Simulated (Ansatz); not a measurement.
# C2H3N: the cost of one run

All numbers below are computed with Ansatz 0.2.0 (UHF/def2-SVP).

## (1) The system as given

Bond lengths: C1–C2 1.799 Å, C2–N3 1.217 Å, C1–H4 1.082 Å, C1–H5 1.083 Å, C1–H6 1.085 Å. Angles: C1–C2–N3 71.0°, C2–C1–H4 104.3°, C2–C1–H5 87.5°, C2–C1–H6 125.2°, H4–C1–H5 114.8°, H4–C1–H6 112.2°, H5–C1–H6 110.9°.

Coordinates:

```xyz
6

C    -0.2520    0.0909    0.3201
C     0.3361   -0.1136   -1.3681
N     1.2388   -0.3874   -0.5987
H    -0.1998    1.1579    0.4948
H    -1.2146   -0.2662   -0.0230
H     0.0916   -0.4816    1.1749
```

## (2) Run 1

150 steps of 0.5 fs at constant energy, with velocities drawn for 100 K.

The input, input.yaml:

```yaml
crystal:
  periodic: [false, false, false]
  atoms:
    - { symbol: C, position_ang: [-0.252, 0.0909, 0.3201] }
    - { symbol: C, position_ang: [0.3361, -0.1136, -1.3681] }
    - { symbol: "N", position_ang: [1.2388, -0.3874, -0.5987] }
    - { symbol: H, position_ang: [-0.1998, 1.1579, 0.4948] }
    - { symbol: H, position_ang: [-1.2146, -0.2662, -0.023] }
    - { symbol: H, position_ang: [0.0916, -0.4816, 1.1749] }
magnetization:
  spin_polarized: true
basis:
  gaussian: { orbitals: def2-SVP }
hamiltonian:
  xc: hf
md:
  timestep: 0.5
  n_steps: 150
  ensemble: nve
  temperature: 100.0
  initial_velocities: maxwell_boltzmann
  seed: 661780
```

Command:

```sh
ansatz run input.yaml --threads 1 --pin off --max-ram 2048MiB --backend cpu --events-out ev --progress --plain --runs-dir out
```

Q: Estimate wall time and peak memory on 1 thread of AMD EPYC 9B14 (Zen 4), shared host.

About 58 s, with a peak of 0.12 GiB.
